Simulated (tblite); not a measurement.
Task: What does the GFN2-xTB structure of `CC[C]1CCN1` [radical] look like in three dimensions? (Doublet state.)

Result: 
Z-matrix in Å and degrees, rows numbered from 1:
```
C 
C   1  1.5281
C   2  1.4851  1  112.01
C   3  1.5043  2  129.87  1  -173.25
C   4  1.5383  3   85.27  2  -151.64
N   3  1.4136  2  125.08  1    56.66
H   1  1.0877  2  110.56  3   177.63
H   1  1.0874  2  110.18  3   -62.48
H   1  1.0877  2  110.40  3    57.52
H   2  1.0936  1  109.87  3  -120.15
H   2  1.1027  1  108.47  3   123.04
H   4  1.0939  3  115.75  2   -36.99
H   4  1.0910  3  116.10  2    92.06
H   5  1.0922  4  116.30  3   124.67
H   5  1.0939  4  114.06  3  -106.71
H   6  1.0123  3  122.30  2   -74.97
```

Of the pairs four or more bonds apart, N6···H8 is among the closest relative to their van der Waals radii: 2.89 Å, 105 % of the sum of Bondi's values. The 4 C–C bonds span 1.485 Å (C2–C3, drawn single) to 1.538 Å (C4–C5, drawn single), a spread of 0.053 Å. The 2 C–N bonds span 1.414 Å (C3–N6, drawn single) to 1.458 Å (C5–N6, drawn single), a spread of 0.044 Å. C3 (carbon bonded to 2 C and N) is pyramidal (angles 129.9°, 125.1° and 92.1°, sum 347.0°, 0.30 Å off the plane of its three neighbours).

Computed geometry: GFN2-xTB, gas phase. This method treats the open shell by occupation alone, without spin polarisation.

Point group: C1 (no symmetry element, even within 0.4 Å). Its GFN2-xTB frequencies are all real (lowest 40 cm⁻¹). Torsions: C1–C2–C3–C4 -173°, C2–C3–C4–C5 -152°, C3–C4–C5–N6 10°, C4–C5–N6–C3 -11°, C2–C3–N6–C5 155°.

The run took 0.23 s on one thread, Arm Neoverse V2 (aarch64), shared host with 96 logical CPUs at a one-minute load of 29. This is the geometry optimisation.

One conformer stands for the species.
